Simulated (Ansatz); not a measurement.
Ideal-gas functions of AlH$_{3}$NS (`[NH2][Al][SH]`) radical at 800 K and 1 bar, from an Ansatz frequency run at PBE0-D4/def2-TZVP.

Molar mass 76.08 g/mol, point group Cs (symmetry number 1), electronic degeneracy 2, moments of inertia 19.867, 143.849, 163.717 u Å². Harmonic wavenumbers (cm⁻¹, unscaled): 162, 162, 308, 367, 453, 601, 695, 814, 1556, 2719, 3594, 3693.

Use S(trans) = R[1.5 ln M + 2.5 ln T − 1.1517]; rotational temperatures θ = 24.2544 K / I; S(rot) = R[ln(√π/σ · √(T³/θAθBθC)) + 1.5]; for each mode x = 1.438777 ν̃/T, S = R[x/(eˣ − 1) − ln(1 − e⁻ˣ)] and H = RT x/(eˣ − 1); 1 cm⁻¹ = 0.0119627 kJ/mol; R = 8.31446 J/(mol·K).

Problem. By hand: the entropy, in J/(mol·K).

Solution. Translation 183.4. Rotation: θ = 1.2208, 0.1686, 0.1481 K, giving 115.1. Vibration, mode by mode: 18.60, 18.60, 13.33, 11.92, 10.24, 8.06, 6.98, 5.85, 2.03, 0.37, 0.10, 0.08, in all 96.2. Electronic 5.8. Sum 400.5 J/(mol·K).

Problem. By hand: H − E and G − E in kJ/mol, counted from the electronic energy.

Solution. Zero-point energy ½ × 15124 × 0.0119627 = 90.5; thermal vibration 37.0; translation, rotation and pV give 4 RT = 26.6. H − E = 154.1 kJ/mol, and G − E = 154.1 − 800 × 400.5/1000 = -166.3 kJ/mol.

Vibration gives 24 % of the entropy. The sum counts one conformer and one mirror image; others add a mixing term.
